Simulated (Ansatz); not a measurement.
# Rhodium, fcc: HSE06 after PBE

Aim: see what exact exchange does to the levels, and what it costs. Spin polarisation is left out. The cell comes from an earlier PBE relaxation. Exact exchange is dear, so the k-mesh is coarse, and PBE is run on the same mesh for comparison.

Program: Ansatz 0.2.0. Level of theory: DFT, plane waves (420 eV) with PBE-made PAW files, scalar-relativistic; functionals as named at each step. These are calculated values, not measurements.

## (1) The starting structure

The structure is cubic, space group Fm-3m (No. 225). Conventional cell: a = 3.832 Å, b = 3.832 Å, c = 3.832 Å, α = 90.00°, β = 90.00°, γ = 90.00°. Rh (site symmetry m-3m) is surrounded by 12 Rh at 2.71 Å.

Structure file:

```
Rh
1.0
     0.00000    1.91606    1.91606
     1.91606    0.00000    1.91606
     1.91606    1.91606    0.00000
Rh
1
Cartesian
  0.0000 0.0000 0.0000
```

## (2) PBE, coarse mesh

The run with PBE.

The input, input.yaml:

```yaml
crystal:
  lattice:
    - [0.0, 1.9160595465, 1.9160595465]
    - [1.9160595465, 0.0, 1.9160595465]
    - [1.9160595465, 1.9160595465, 0.0]
  atoms:
    - { symbol: Rh, position: [0.0, 0.0, 0.0] }
hamiltonian:
  xc: pbe
  pseudopotentials:
    kind: paw
    azcp:
      Rh: "pseudopotentials/Rh.paw.azcp"
basis:
  ecutwfc: 420
  fft_grid_basis: typed
kpoints:
  mp_grid: { grid: [7, 7, 7], shift: [0, 0, 0] }
magnetization:
  spin_polarized: false
scf:
  occupations: { method: fermi_dirac, width: 0.1 }
```

The program printed, shortened:

```text
Warning: RAYON_NUM_THREADS=4 ignored (pool sized by the plan → 4); use --threads N
[...]
Pseudopotentials: kind: paw
Pseudopotential: Rh, paw, valence charge 17, recommended cutoff 420 eV (normal), <dir>
Functional definition: PBE
[...]
Crystal: 1 atoms, lattice volume = 14.069 Å³
Basis set: ecut = 420 eV, 283 PW (Γ)
Bands: 13, of which v1, the nominal top of the filled ones, is band 9 counted from 1 (8 counted from 0)
Symmetry: 48 space group operations
Space group: Fm-3m (ITA 225), of the structure as read, at distance tolerance 2.4e-5 Å
k-points: 20 of 343
[...]
SCF iter   1: F=—  HF=-6402.963763 eV  |F-HF|=—  |Δ(HF+E_count)|=         —  Δρ=4.98e-3  dr2=5.13e-4  ethr=1.77e-3  ⟨swp⟩=5.0  Hψ=1421  notcnv=0
[...]
SCF iter   6: F=-6402.963962 eV  HF=-6402.963962 eV  |F-HF|=4.32e-10  |Δ(HF+E_count)|=   2.94e-9  Δρ=4.02e-6  dr2=8.72e-10  ethr=6.49e-11  ⟨swp⟩=1.0  Hψ=600  notcnv=0
[...]
SCF converged after 6 iterations
Free energy (F): -6402.963962 eV
[...]
E sigma→0 (E₀):  -6402.946446 eV
Entropy (-TS):   -0.035032 eV (-35.032 meV/atom)
Fermi energy:    21.752318 eV
[...]
```

It took 0.17 s on 4 threads of an x86-64 CPU, shared host; peak memory 0.38 GiB.

## (3) HSE06 on the coarse mesh

The run with HSE06.

Changes to input.yaml since step 2:

```diff
@@ -8,3 +8,3 @@
 hamiltonian:
-  xc: pbe
+  xc: hse06
   pseudopotentials:
```

The program printed, shortened:

```text
Warning: RAYON_NUM_THREADS=4 ignored (pool sized by the plan → 4); use --threads N
[...]
[... 2 set-up lines as earlier in the session ...]
Functional definition: HSE06
[...]
Crystal: 1 atoms, lattice volume = 14.069 Å³
Basis set: ecut = 420 eV, 283 PW (Γ)
Bands: 13, of which v1, the nominal top of the filled ones, is band 9 counted from 1 (8 counted from 0)
[... 2 set-up lines as earlier in the session ...]
k-points: 20 of 343
[...]
SCF iter   1: F=—  HF=-6402.965413 eV  |F-HF|=—  |Δ(HF+E_count)|=         —  Δρ=5.14e-3  dr2=6.35e-4  ethr=1.77e-3  ⟨swp⟩=6.6  Hψ=1095  notcnv=0
[...]
Frozen-core exchange: fock
[...]
SCF 2 stopped early in 6 iterations: F = -6404.751302 eV  dr2 = 5.02e-6
hybrid outer 1: dexx = +2.297e-2 eV, tail = 6.40e-5 eV
[...]
Frozen-core exchange: fock
[...]
hybrid outer 2: dexx = +1.009e-6 eV, tail = 2.28e-7 eV, Δε = 2.64e-3 eV (about 1.82e-4 eV left of the loop's levels)
hybrid SCF converged: 2 outer / 9 inner (+6 warm-up), last move |dexx| = 1.01e-6 eV, tail = 2.28e-7 eV
Stability not checked: this state was not tested for a lower state beside it, because the functional holds exact exchange (a hybrid, or Hartree-Fock), whose exchange loop this test does not read (fock_operator; see scf.lower_state_search)
Free energy (F): -6404.751146 eV
Frozen-core exchange: fock
[...]
E sigma→0 (E₀):  -6404.746972 eV
Entropy (-TS):   -0.008349 eV (-8.349 meV/atom)
Fermi energy:    21.203838 eV
[...]
--- Band table (eV; the first three rows and the last of 20) ---
  k-point 0: bands = ["-62.0044", "-28.0344", "-28.0344", "-28.0344", "12.7779", "17.7491", "17.7491", "17.7491", "19.6126", "19.6126", "38.2273"]
[...]
  guard bands above this table: 2 of the run's 13 bands. The solve was not asked for them (output.publish_guard_bands: true or output.eigenvalues: true publishes all)
```

It took 2.2 s on 4 threads of an x86-64 CPU, shared host; peak memory 0.76 GiB.

## (4) The functionals compared

```csv
functional,gap on the mesh,Fermi energy (eV),SCF cycles,exchange loops,CPU time
PBE,none (levels filled in part),21.752,6,-,0.27 s
HSE06,none (levels filled in part),21.204,15,2,5.9 s
```

## (5) What came out

| quantity | value |
| --- | --- |
| PBE: gap | none (levels filled in part) |
| HSE06: gap | none (levels filled in part) |
| HSE06: SCF cycles, exchange loops | 15, 2 |
| HSE06: CPU time over that of PBE | 22 |

Neither PBE nor HSE06 shows a clean gap on this mesh. The hybrid took 22 times as much CPU time as PBE on the same settings. HSE06 needed 2 outer loops of the exchange operator. The total energies in the logs cannot be compared from one functional to another.
